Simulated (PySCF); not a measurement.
## Solvent effects on NMR parameters

Molfile (atoms numbered from 1):
```
C2H5NO
     RDKit          3D

  9  8  0  0  0  0  0  0  0  0999 V2000
   -1.0433   -0.2296   -0.2729 C   0  0  0  0  0  0  0  0  0  0  0  0
    0.1627    0.0839    0.5867 C   0  0  0  0  0  0  0  0  0  0  0  0
    1.3321    0.2578   -0.0864 N   0  0  0  0  0  0  0  0  0  0  0  0
    0.0874    0.1707    1.7938 O   0  0  0  0  0  0  0  0  0  0  0  0
   -1.4449   -1.2056    0.0352 H   0  0  0  0  0  0  0  0  0  0  0  0
   -0.8376   -0.2486   -1.3522 H   0  0  0  0  0  0  0  0  0  0  0  0
   -1.8212    0.5187   -0.0653 H   0  0  0  0  0  0  0  0  0  0  0  0
    2.1639    0.4656    0.4507 H   0  0  0  0  0  0  0  0  0  0  0  0
    1.4010    0.1870   -1.0898 H   0  0  0  0  0  0  0  0  0  0  0  0
  1  2  1  0
  2  3  1  0
  2  4  2  0
  1  5  1  0
  1  6  1  0
  1  7  1  0
  3  8  1  0
  3  9  1  0
M  END
```

GIAO PBE0/pcSseg-1 in PySCF on one PBE0-D3(BJ)/def2-SVP conformer, non-relativistic, equivalent nuclei averaged. Solvents enter as an IEF-PCM continuum (benzene with ε = 2.3, chloroform with ε = 4.7, acetonitrile with ε = 35.7) around the gas-phase geometry. Shifts are referred to TMS computed in the same medium.

Gas phase, δ in ppm: C2 167.8, C1 22.0, H9 4.56, H8 4.10, H5/H6/H7 1.71. Dipole moment 3.88 D.

Question: How does each δ change in the continuum?

Answer: 
| atoms | environment | Δδ, benzene | Δδ, chloroform | Δδ, acetonitrile |
| --- | --- | --- | --- | --- |
| C2 | amide carbonyl carbon | +3.3 | +5.1 | +6.9 |
| C1 | methyl carbon α to a carbonyl | +1.3 | +1.7 | +2.3 |
| H9 | hydrogen on an amide-type nitrogen | +0.30 | +0.56 | +0.85 |
| H8 | hydrogen on an amide-type nitrogen | +0.37 | +0.52 | +0.66 |
| H5/H6/H7 | hydrogen on a methyl carbon α to a carbonyl | +0.16 | +0.20 | +0.24 |

Changes are relative to the gas phase. The dipole moment becomes 4.45 D in benzene, 4.75 D in chloroform, 5.07 D in acetonitrile.

Question: Which nuclei move most (in ppm), and what does the model miss?

Answer: C2 (amide carbonyl carbon, +6.9 ppm) in acetonitrile. A continuum only polarises the solute; specific hydrogen bonds, the anisotropy of aromatic solvents and changes of geometry or conformer are outside it.
